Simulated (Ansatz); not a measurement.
`FCOCF` and `CCOCF` differ in one atom or group.

Ansatz, PBE0-D4/def2-TZVP geometries, multiplicity 1. Each molecule was computed in one conformer, which needn't be the lowest.

```csv
property,`FCOCF`
size of the dipole moment (B3LYP/def2-TZVPP) / D,0.11
HOMO energy (PBE0/def2-TZVPP) / eV,-9.44
size of the dipole moment (PBE/def2-TZVPP) / D,0.11
HOMO–LUMO gap (PBE0/def2-TZVPP) / eV,10.94
HOMO–LUMO gap (PBE/def2-TZVPP) / eV,8.26
LUMO energy (PBE/def2-TZVPP) / eV,0.55
```

(1) What does the change do to each property? (Best estimate.)

Results:

(1) The calculation gave: 
| property | `CCOCF` | shift |
| --- | --- | --- |
| size of the dipole moment (B3LYP/def2-TZVPP) / D | 1.75 | 1.64 |
| HOMO energy (PBE0/def2-TZVPP) / eV | -8.33 | 1.11 |
| size of the dipole moment (PBE/def2-TZVPP) / D | 1.65 | 1.54 |
| HOMO–LUMO gap (PBE0/def2-TZVPP) / eV | 9.73 | -1.21 |
| HOMO–LUMO gap (PBE/def2-TZVPP) / eV | 7.33 | -0.93 |
| LUMO energy (PBE/def2-TZVPP) / eV | 0.60 | 0.05 |

With PBE0 the HOMO rises by 1.11 eV and the LUMO falls by 0.08 eV, so the gap narrows by about 1.19 eV. PBE moves the HOMO by 0.99 eV and ωB97M-V by 1.12 eV. The zero-point energy changes by 91.8 kJ/mol with +9 modes. Dipoles are sizes alone; their direction can turn.

B3LYP here is the variant with VWN-RPA as its local correlation; programs differ in this.
